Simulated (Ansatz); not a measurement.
We consider 1T (CdI2-type) TaS₂ (undistorted form, which takes a superstructure on cooling), described by PBEsol (Ansatz, a quantum-chemistry and plane-wave program, plane waves, PAW).

Rigid layers of the crystal as relaxed at this level are moved apart or together:

```tsv
run	k mesh	layer repeat (Å)	energy against free layers (meV/Å²)	gap on the mesh (eV)
1	12×12×6	5.6	-3.48	0.000
2	12×12×6	5.75	-5.71	0.000
3	12×12×6	5.9	-6.44	0.000
4	12×12×6	6.1	-6.13	0.000
5	12×12×6	6.4	-4.60	0.000
6	12×12×6	6.9	-2.17	0.000
7	12×12×4	7.9	-0.39	0.000
8	12×12×4	9.9	0.01	0.000
```

The lowest energy of these points lies at a layer repeat of 5.90 Å.

Spin–orbit coupling is not included.

Note: the cell comes from a level without a dispersion term, which matters for the spacing of layers, chains or molecules.
